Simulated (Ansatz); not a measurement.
**PF3 (SMILES FP(F)F): the energy, rung by rung**

PF3: 4 atoms, total charge 0, spin state singlet. As SMILES, `FP(F)F`. Geometry: relaxed at GFN2-xTB.

```csv
atom,x (Å),y (Å),z (Å)
P,-0.0046,0.0051,0.6423
F,1.3496,-0.0296,-0.2031
F,-0.6485,1.1803,-0.2282
F,-0.6965,-1.1558,-0.2109
```

Quantity: the energy change with the P1–F2 bond stretched from 1.597 to 3.992 Å, in eV. The values are calculated.

```csv
level,kind,program,value (eV),less FCI/STO-3G,CPU time (all runs)
HF/STO-3G (restricted),Hartree–Fock,Ansatz,9.79,+7.01,0.16 s
PBE/STO-3G (restricted),GGA,Ansatz,5.14,+2.36,1.1 s
r2SCAN/STO-3G (restricted),meta-GGA,Ansatz,5.50,+2.72,3.3 s
BHLYP/STO-3G (restricted),global hybrid,Ansatz,7.61,+4.83,1.2 s
PBE0/STO-3G (restricted),global hybrid,Ansatz,6.36,+3.58,1.2 s
wB97X/STO-3G (restricted),range-separated hybrid,Ansatz,7.34,+4.56,5 s
B2PLYP/STO-3G (restricted),double hybrid,Ansatz,3.57,+0.79,1.6 s
MP2/STO-3G (restricted),perturbation theory,Ansatz,1.88,-0.90,0.27 s
CCSD/STO-3G (restricted),coupled cluster or CI,Ansatz,3.06,+0.28,0.38 s
FCI/STO-3G,exact in the basis,Ansatz,2.78,0.00,1.5 s
```

FCI/STO-3G is exact within its basis and frozen core, so for wave-function methods in that basis the difference is their error; functionals converge differently with the basis, so for them it is only a difference. A spin-restricted reference rises too steeply as a bond breaks; here HF/STO-3G, PBE/STO-3G, r2SCAN/STO-3G, BHLYP/STO-3G, PBE0/STO-3G, wB97X/STO-3G, B2PLYP/STO-3G lie well above the multireference or unrestricted value. The first shape isn't each level's own minimum. The values span 1.88 to 9.79 eV. All rows use very small basis sets, so none should be taken for the real molecule's value. Times are those of the runs behind each value, whatever else they computed, on shared processors of several kinds: orders of magnitude only.
